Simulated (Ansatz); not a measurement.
A calculation on antifluorite Mg₂Si returned lattice constant a 6.412 Å, bulk modulus 49.7 GPa, cohesive energy 2.04 eV/atom.

For reference: bulk modulus 55 GPa (measured, temperature not stated, not corrected to a static lattice, our sources range from 47.0 to 55.0; as tabulated in Råsander and Moram (2015), arXiv:1505.02379).

**Question.** Which level of theory produced these numbers?
A) PBEsol-D3(BJ) (Ansatz (a quantum-chemistry and plane-wave program))
B) LC-ωPBE (Ansatz)
C) BLYP (Ansatz)
D) rVV10 (Ansatz)

**Answer.** C, BLYP (Ansatz)

The others give: LC-ωPBE 6.282 Å, 65.6 GPa, 2.83 eV/atom; rVV10 6.359 Å, 52.9 GPa, 2.64 eV/atom; PBEsol-D3(BJ) 6.246 Å, 60.5 GPa, 3.23 eV/atom.

Unless a cell is named, each level is at its own relaxed cell (BLYP 21.97, LC-ωPBE 20.65, PBEsol-D3(BJ) 20.31, rVV10 21.43 Å³/atom).

Ansatz's density-functional and Hartree–Fock values are scalar-relativistic unless marked +SOC, with PAW data made under PBE.
